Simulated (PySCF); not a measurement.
Gas-phase reaction: 2 (CH3)3SiH + 2 CH2CHF → 2 SiH2F + 2 C3H6 (propylene) + C4H10 (isobutane)

Method: PySCF energies (xtb for GFN2) plus ideal-gas RRHO corrections (1 bar). † marks an energy on the PBE0/def2-TZVP geometry and frequencies; other levels use their own. 6-31G* has spherical d functions here. Open shells (unrestricted): SiH2F (multiplicity 2); the rest are closed-shell singlets. GFN2 has no spin-polarisation term. B3LYP is the form with VWN-RPA correlation. SiH2F: computed as isolated molecules; such fragments, hydroxides, amides, oligomers or adducts are transient or little studied in the gas. The harmonic model lacks anharmonicity and excited electronic states, which grow with temperature; levels with a mode under 35 cm⁻¹ are left out. Internal rotation in (CH3)3SiH, C3H6 (propylene), C4H10 (isobutane) is treated as a harmonic vibration of one conformer, which makes the entropy rough.

| level | ΔE electronic, kJ | ΔH°(298 K), kJ | ΔS°(298 K), J/K | ΔG°(1800 K), kJ |
|---|---|---|---|---|
| B3LYP/6-31G* | 116 | 113 | 152 | -115 |
| BLYP/def2-TZVP† | 110 | 110 | 155 | -121 |
| GFN2-xTB | -114 | -118 | 143 | -335 |
| HF/6-31G* | 26 | 27 | 156 | -206 |
| HF/def2-TZVP† | 17 | 16 | 155 | -214 |
| r2SCAN/def2-TZVP† | 134 | 133 | 155 | -97 |
| ωB97M-V/def2-TZVP† | 163 | 162 | 155 | -68 |
| ωB97X-V/def2-TZVP† | 152 | 152 | 155 | -79 |
ΔH° is lowest at GFN2-xTB and highest at ωB97M-V/def2-TZVP†. No reference value is set beside these.
